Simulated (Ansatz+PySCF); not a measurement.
**singlet C2H2: levels of theory in one basis**

| atom | x (Å) | y (Å) | z (Å) |
| --- | --- | --- | --- |
| C | 0.0000 | 0.0000 | -0.6043 |
| C | 0.0000 | 0.0000 | 1.8128 |
| H | 0.0000 | 0.0000 | -1.6792 |
| H | 0.0000 | 0.0000 | 2.8878 |

Basis set: STO-3G (spherical functions). Correlated methods keep 2 orbitals frozen. Charge 0, multiplicity 1.

Computed with Ansatz (development build ahead of 0.2.0); each method stands on the lowest determinant of its kind that the runs found. NEVPT2 correlates all electrons. Active spaces start from the frontier orbitals, and the lowest solution found is given.

```json
{"method": "RHF", "E − E(RHF) (eV)": "0.00", "<S²> of the determinant": "0.00"}
{"method": "UHF", "E − E(RHF) (eV)": "-8.24", "<S²> of the determinant": "2.88"}
{"method": "RHF-MP2", "E − E(RHF) (eV)": "-4.76", "<S²> of the determinant": "–"}
{"method": "UHF-MP2", "E − E(RHF) (eV)": "-8.89", "<S²> of the determinant": "2.88"}
{"method": "RHF-CCSD", "E − E(RHF) (eV)": "-7.86", "<S²> of the determinant": "–"}
{"method": "RHF-CCSD(T)", "E − E(RHF) (eV)": "-7.92", "<S²> of the determinant": "–"}
{"method": "UHF-CCSD(T)", "E − E(RHF) (eV)": "-9.48", "<S²> of the determinant": "2.88"}
{"method": "RHF-CCSDT(Q)", "E − E(RHF) (eV)": "-7.87", "<S²> of the determinant": "–"}
{"method": "UHF-CCSDT(Q)", "E − E(RHF) (eV)": "-9.54", "<S²> of the determinant": "2.88"}
{"method": "CASSCF(6,6)", "E − E(RHF) (eV)": "-8.43", "<S²> of the determinant": "–"}
{"method": "SC-NEVPT2(6,6)", "E − E(RHF) (eV)": "-9.13", "<S²> of the determinant": "–"}
```

Q: What does full CI (lowest root of this spin) give on the same scale?

A: -9.60 eV.

At such a shape the full CI root can have another spatial symmetry than the determinants, so the rows needn't describe one state.

Q: Is a single determinant a sound starting point here?

A: It is doubtful. Unrestricted orbitals lower Hartree–Fock by 8.24 eV and <S²> is 2.88 where a pure state has 0.00, a sign of strong static correlation. The CASSCF(6,6) natural occupations are 1.45, 1.11, 1.11, 0.89, 0.89, 0.56.

Caution for RHF, RHF-MP2, RHF-CCSD, RHF-CCSD(T), RHF-CCSDT(Q): an unrestricted determinant lies well below. Caution for UHF, UHF-MP2, UHF-CCSD(T), UHF-CCSDT(Q): the unrestricted determinant is a mixture of spin states; the determinant breaks the point group. Caution for RHF-MP2, RHF-CCSD, RHF-CCSDT(Q): large amplitudes, a single reference is doubtful. Caution for UHF-MP2, UHF-CCSD(T), UHF-CCSDT(Q): bonds are stretched, where a single reference can fail. Caution for RHF-CCSD(T): very large amplitudes, the method is breaking down; the program finds a lower state of this spin. Caution for RHF-CCSD(T), UHF-CCSD(T), RHF-CCSDT(Q): the program doubts this total.
